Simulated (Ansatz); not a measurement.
Species, as SMILES: [C-]#[S+] (C-S).
Geometry (B3LYP-D3(BJ)/def2-TZVP, fixed):
```xyz
2

C      0.0000     0.0000    -1.1142
S      0.0000     0.0000     0.4178
```
Charge 0, spin multiplicity 1.

How fast the dipole moment converges with the basis for several methods (Ansatz, an electronic-structure program): deviation from each method's own reference, in D. References: CCSD(T) 1.994 D, the value in aug-pcseg-3; HF 1.660 D, the value in aug-pcseg-3; MP2 2.289 D, the value in aug-pcseg-3; PBE 2.021 D, the value in aug-pcseg-3; PBE0 1.956 D, the value in aug-pcseg-3. All functions are spherical. In correlated methods cores are frozen. No added dispersion term, no relativity. The reference of a correlated method is not its basis-set limit, which lies further on.

```json
[
 {"basis": "STO-3G", "functions": "14", "CCSD(T)": "-0.391", "HF": "-0.714", "MP2": "[?]", "PBE": "-0.410", "PBE0": "-0.498"},
 {"basis": "6-31G", "functions": "22", "CCSD(T)": "-0.444", "HF": "-0.737", "MP2": "[?]", "PBE": "-0.578", "PBE0": "-0.601"},
 {"basis": "def2-SVP", "functions": "32", "CCSD(T)": "-0.031", "HF": "-0.152", "MP2": "[?]", "PBE": "-0.124", "PBE0": "-0.144"},
 {"basis": "pcseg-2", "functions": "64", "CCSD(T)": "0.000", "HF": "-0.141", "MP2": "[?]", "PBE": "-0.084", "PBE0": "-0.098"},
 {"basis": "jun-cc-pV(T+d)Z", "functions": "87", "CCSD(T)": "0.014", "HF": "-0.014", "MP2": "[?]", "PBE": "-0.010", "PBE0": "-0.011"},
 {"basis": "aug-pcseg-2", "functions": "96", "CCSD(T)": "0.033", "HF": "-0.027", "MP2": "[?]", "PBE": "-0.012", "PBE0": "-0.017"},
 {"basis": "def2-QZVPPD", "functions": "142", "CCSD(T)": "-0.013", "HF": "-0.013", "MP2": "[?]", "PBE": "-0.005", "PBE0": "-0.007"},
 {"basis": "aug-cc-pV(Q+d)Z", "functions": "169", "CCSD(T)": "-0.011", "HF": "-0.014", "MP2": "[?]", "PBE": "-0.005", "PBE0": "-0.008"}
]
```

**Question.** Fill in the missing entries.

**Answer.** 
- STO-3G, MP2: -0.261
- 6-31G, MP2: -0.260
- def2-SVP, MP2: -0.058
- pcseg-2, MP2: 0.001
- jun-cc-pV(T+d)Z, MP2: -0.004
- aug-pcseg-2, MP2: 0.021
- def2-QZVPPD, MP2: -0.013
- aug-cc-pV(Q+d)Z, MP2: -0.009

Mean absolute deviation over pcseg-2, jun-cc-pV(T+d)Z, aug-pcseg-2: MP2 0.009, CCSD(T) 0.016, PBE 0.035, PBE0 0.042, HF 0.061 D.
